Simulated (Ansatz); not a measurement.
S2 (triplet): measurement beside calculation (Ansatz, PBE0-D4/def2-TZVP geometry).

```xyz
2

S    -0.911    0.042    0.239
S     0.911   -0.042   -0.239
```

Enthalpy of formation at 298 K: 30.7 kcal/mol (zero for an element's reference state; older measured values of the G2 set, as listed by Staroverov and co-workers, J. Chem. Phys. 119, 12129, 2003). With their computed zero-point and thermal terms and the atoms' enthalpies of Curtiss and co-workers (1997) it gives an electronic atomization energy of 101.7 kcal/mol.

```csv
level,atomization (kcal/mol),error,error per bond
LDA (SPW92),135.2,33.6,33.6
PBE-D4,115.9,14.2,14.2
revPBE-D4,111.2,9.5,9.5
BLYP-D4,109.0,7.3,7.3
r2SCAN-D4,111.0,9.4,9.4
B97M-V,109.1,7.4,7.4
PBE0-D4,107.4,5.8,5.8
B3LYP-D4,104.5,2.8,2.8
r2SCANh-D4,108.1,6.4,6.4
r2SCAN0-D4,103.8,2.1,2.1
HSE06-D4,107.7,6.0,6.0
BHLYP-D4,94.1,-7.6,-7.6
CAM-B3LYP-D4,101.0,-0.6,-0.6
ωB97X-V,105.2,3.5,3.5
ωB97M-V,105.2,3.5,3.5
B2PLYP,101.9,0.3,0.3
PBE-QIDH,102.0,0.3,0.3
PBE,115.0,13.3,13.3
revPBE,108.8,7.1,7.1
BLYP,107.0,5.4,5.4
r2SCAN,110.9,9.2,9.2
PBE0,106.7,5.0,5.0
B3LYP,103.0,1.3,1.3
r2SCANh,107.9,6.2,6.2
r2SCAN0,103.6,1.9,1.9
HSE06,107.0,5.3,5.3
BHLYP,92.7,-8.9,-8.9
CAM-B3LYP,100.3,-1.4,-1.4
LC-ωPBE,98.1,-3.6,-3.6
RPA@PBE/def2-TZVPP,89.9,-11.8,-11.8
HF/def2-TZVPP,51.1,-50.5,-50.5
MP2/def2-TZVPP,100.7,-0.9,-0.9
SCS-MP2/def2-TZVPP,95.0,-6.6,-6.6
CCSD/def2-TZVPP,88.8,-12.9,-12.9
CCSD(T)/def2-TZVPP,95.0,-6.7,-6.7
HF/def2-QZVPP,51.9,-49.7,-49.7
MP2/def2-QZVPP,105.1,3.5,3.5
SCS-MP2/def2-QZVPP,99.6,-2.1,-2.1
CCSD/def2-QZVPP,93.1,-8.6,-8.6
CCSD(T)/def2-QZVPP,99.8,-1.9,-1.9
HF/CBS(def2),52.1,-49.6,-49.6
MP2/CBS(def2),107.9,6.2,6.2
CCSD/CBS(def2),95.7,-6.0,-6.0
CCSD(T)/CBS(def2),102.8,1.2,1.2
```

Functionals use def2-TZVPP; B3LYP here is the variant with VWN-RPA as its local correlation; programs differ in this. The calculations leave out spin–orbit coupling, scalar relativity and, for the correlated methods, core correlation; together these are worth up to about 1 kcal/mol a heavy atom. HSE06 is defined as in plane-wave codes. CBS extrapolates def2-TZVPP and def2-QZVPP. T1 = 0.018.
